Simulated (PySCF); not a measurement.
Compound: 1,4-dioxin, C4H4O2.
Numbering: `[CH:1]1=[CH:2][O:3][CH:4]=[CH:5][O:6]1`

Geometry (PBE0-D3(BJ)/def2-SVP, Å), atoms numbered from 1 in this order:
```xyz
10
C4H4O2 angstrom
C      1.126    0.647   -0.277
C      1.120   -0.685   -0.245
O      0.005   -1.437    0.031
C     -1.101   -0.662    0.277
C     -1.095    0.670    0.245
O      0.019    1.422   -0.036
H      2.021    1.227   -0.498
H      2.009   -1.284   -0.438
H     -1.995   -1.243    0.503
H     -1.983    1.269    0.442
```

NICS is the negative of the GIAO shielding at a point without a nucleus: at the ring centre (0) and 1 Å above and below it (1); zz is the component along the ring normal. Level: GIAO HF/pcSseg-2 (PySCF, non-relativistic, gas phase) on the PBE0-D3(BJ)/def2-SVP geometry, one conformer.

Ring bond lengths (Å): C1–C2 1.332, C2–O3 1.373, O3–C4 1.373, C4–C5 1.332, C5–O6 1.373, O6–C1 1.373.

Question: Give the NICS values of each ring in ppm.

Answer: 
| ring | type | NICS(0) | NICS(1), two faces | NICS(1)zz, two faces | rms pucker (Å) | centre to ring atoms, mean (Å) |
| --- | --- | --- | --- | --- | --- | --- |
| C1–C2–O3–C4–C5–O6 | 6-membered ring with 2 O; formal bonds 2 double, 4 single | 6.9 | 4.6 / 4.6 | 15.2 / 15.2 | 0.00 | 1.36 |

Question: What do they say, and how far can they be read as aromaticity?

Answer: 
- C1–C2–O3–C4–C5–O6: mean NICS(1)zz 15.2 ppm, deshielded.

Question: How equal are the bonds by HOMA? Use HOMA with the parameters of Krygowski (1993).

Answer: 
- C1–C2–O3–C4–C5–O6: HOMA -0.49; the largest term is that of C5–O6, α(R − Ropt)² = 1.84. The geometric and the magnetic index point the same way.

Question: At the second NICS(1) probe listed for ring C1–C2–O3–C4–C5–O6, 1 Å off the ring, what do the in-plane components average?

Answer: The isotropic value is a third of the trace: (3 × 4.6 − (15.2))/2 = -0.7 ppm.

Question: Give the inner angles of the rings.

Answer: 
- C1–C2–O3–C4–C5–O6: C1 123.8°, C2 123.8°, O3 112.4°, C4 123.8°, C5 123.8°, O6 112.4°; sum 720.0° against 720° for a flat convex ring.

Question: How do the values depend on the level or the medium?

Answer: 
```json
{"level": "HF/pcSseg-2, gas", "NICS(0), C1–C2–O3–C4–C5–O6": "6.9", "mean NICS(1)zz, C1–C2–O3–C4–C5–O6": "15.2"}
{"level": "PBE0/pcSseg-1, gas", "NICS(0), C1–C2–O3–C4–C5–O6": "11.1", "mean NICS(1)zz, C1–C2–O3–C4–C5–O6": "26.0"}
```

The geometry is the same throughout.
